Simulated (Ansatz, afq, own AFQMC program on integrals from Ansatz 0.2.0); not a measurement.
**SiH2, singlet: AFQMC among the cluster methods**

```xyz
3

Si    0.0000   -0.0626    0.0000
H     0.0000    0.8723   -0.9549
H     0.0000    0.8723    0.9549
```

Basis cc-pVDZ. Noble-gas cores (and the filled d shells of Ga–Kr and In–Xe) are frozen. AFQMC by an in-house program on the Cholesky factors that Ansatz 0.2.0 writes for its CCSD(T) run. The CISD trial takes its coefficients from CCSD amplitudes. Released means that phaseless walkers are propagated on without the constraint, phases kept. Free AFQMC starts from the CCSD state and is never constrained. Its projection time is finite, and what remains of the start isn't in its error. Error bars are statistical, one sigma.

Determinant: RHF, the one that the program's search chose, which needn't be the lowest solution. The geometry is a point of a scan.

Full CI on the same integrals is exact in this basis and with this determinant's frozen core.

Cautions: higher spins were not checked; restricted determinant unstable towards unrestricted (UHF 131 meV lower, ⟨S²⟩ 0.45).

- T1 diagnostic: 0.0125
- weight of the determinant in the CISD state: 0.915
- size of the correlated space: 6 electrons in 23 orbitals

Reference: full CI, correlation energy -3.225 eV. The released energy is read at 2.40 1/Eh (meV from the phaseless value at times in 1/Eh: -0.7 ± 1.4 at 0.24, -1.6 ± 1.5 at 0.51, -2.9 ± 1.2 at 0.99, -5.0 ± 1.3 at 1.62, -3.5 ± 1.2 at 2.40).

```csv
level,E − E(reference) (mEh),share of correlation (%)
HF,118.51,0.00
MP2,30.38,74.36
CCSD,2.68,97.74
CCSD(T),0.64,99.46
CCSDT,0.11,99.91
CCSDT(Q),0.02,99.98
CCSDTQ,0.00,100.00
ph-AFQMC/HF,-1.71 ± 0.74,101.44
ph-AFQMC/CISD,0.20 ± 0.06,99.83
released AFQMC,0.07 ± 0.04,99.94
free AFQMC,0.02 ± 0.03,99.98
```

CCSDT and higher add their correlation energy to the determinant of the CCSD(T) run, since their own runs factorise the integrals more tightly (a shift of under 2 meV). Free projections are given only where their last times agree within the noise and don't stop above the reference; a slow remainder of the start can still hide under it. A walk keeps the symmetry of its determinant, which the program's search chose and which needn't be the lowest solution, so a lower state of the same spin and another symmetry isn't excluded. Released energies are given only where the last usable release times agree within the noise; a slower fall can still hide under it.
